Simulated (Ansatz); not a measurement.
Basis-set extrapolation for `COCCCl` (PBE0-D4/def2-TZVP geometry, frozen core, the Gaussian-basis code of Ansatz). Multiplicity 1, RHF reference.

|  | def2-TZVPP | def2-QZVPP |
| --- | --- | --- |
| HF | -652.113592 | -652.135580 |
| MP2 correlation | -0.948145 | -1.020120 |
| CCSD(T) correlation | -1.038073 | not run |

Energies in hartree. Use E(X) = E(∞) + A·exp(−7.88·√X) for Hartree–Fock and E(X) = E(∞) + B·X^(−2.97) for correlation, with X = 3 and 4, and add CCSD(T) minus MP2 of the smaller set to the MP2 limit.

What is the CCSD(T) energy at the basis-set limit?

HF limit: -652.135580 + (-0.021988) × 0.13774 = -652.13861. MP2 limit: -1.020120 + (-0.071975) × 0.74074 = -1.07343. Higher-order term: -1.038073 − (-0.948145) = -0.08993. Total: -653.30197 hartree, 394.6 kJ/mol below CCSD(T)/def2-TZVPP.
